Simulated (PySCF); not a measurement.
## NMR problem set

PySCF 2.14 calculation with J couplings at B3LYP/pcJ-1, structure optimised with PBE0-D3(BJ)/def2-SVP and NMR shieldings at PBE0/pcSseg-1/GIAO; relativity neglected, no solvent model, one computed conformer, equivalent nuclei averaged.

δ = σ(ref) − σ, references computed at the same level: ¹H (σ = 31.27 ppm), ¹³C (σ = 184.41 ppm) vs TMS. Multiplet labels drop J under 1 Hz and among equivalent protons, and merge close values. Unscaled 3J(H,H) run several per cent high. One-bond C–F couplings are unscaled and too large by tens of Hz. Acid and N–H amide carbonyl carbons lie up to 10 ppm further downfield in solution (hydrogen bonding). Shifts are as computed. Against solution values, carbons near 30 ppm lie about +2 ppm off and those near 130 ppm about +5 ppm. Of 1211 compounds with measured shifts, 218 miss one by over three times the rms of a fit or turn the order of signals round; such compounds aren't used in these exercises. For the larger molecules the spin–dipole term is left out of H,H and C,H couplings. OH and NH positions are gas-phase values without hydrogen bonding to other molecules.

Question: C₃H₄FN. ¹H NMR (400 MHz, computed): δ 7.61 (ddt, J = 86.3, 10.9, 1.2 Hz, 1H), 7.37 (ddd, J = 18.3, 2.0, 1.3 Hz, 1H), 7.07 (m, 1H), 6.85 (ddd, J = 10.9, 5.4, 1.7 Hz, 1H). ¹³C{¹H} NMR (computed): δ 167.8 (d, J = 349.5 Hz), 155.3, 136.6 (d, J = 29.9 Hz). Give a structure.

Answer: SMILES C=N/C=C/F. Rings plus π bonds: 2 (no ring in the answer). 3 carbon signals for 3 carbons: no two carbons are equivalent. Carbon types of the structure: 2 × CH, 1 × CH2, which accounts for all hydrogens. δC 167.8, 136.6: alkene CH. δC 155.3: C=N carbon. δH 7.61, 6.85: hydrogen on an alkene CH; olefinic region. δH 7.37, 7.07: hydrogen on a C=N carbon. The protons at 6.85 and 7.61 share a coupling of 10.9 Hz (vicinal, trans across C=C).

This is the structure that produced the data.

Question: C₄H₈O₂. ¹H NMR (500 MHz, computed): δ 5.59 (br s, 1H), 2.26 (sept, J = 8.0 Hz, 1H), 1.18 (d, J = 8.0 Hz, 6H). ¹³C{¹H} NMR (computed): δ 180.0 (C), 34.0 (CH), 20.0 (CH3). What is it?

Answer: SMILES CC(C)C(=O)O. The formula gives 1 degree of unsaturation (no ring in the answer). 3 carbon signals for 4 carbons: some carbons are equivalent by symmetry or fast rotation. Carbon types of the structure: 1 × C, 1 × CH, 2 × CH3, leaving 1 H on heteroatoms. δC 180.0: carboxylic acid carbon; it is a carbonyl in resonance with an O or N lone pair, the region of acids, esters and amides. δC 34.0: sp3 CH α to a carbonyl; α to the electron-withdrawing carbonyl group. δH 5.59: hydrogen on an acid hydroxyl oxygen; exchangeable; this is the value without hydrogen bonding to other molecules. δH 2.26: hydrogen on an sp3 CH α to a carbonyl; α to C=O. The protons at 1.18 and 2.26 share a coupling of 8.0 Hz (vicinal).

The shifts were computed for this structure.
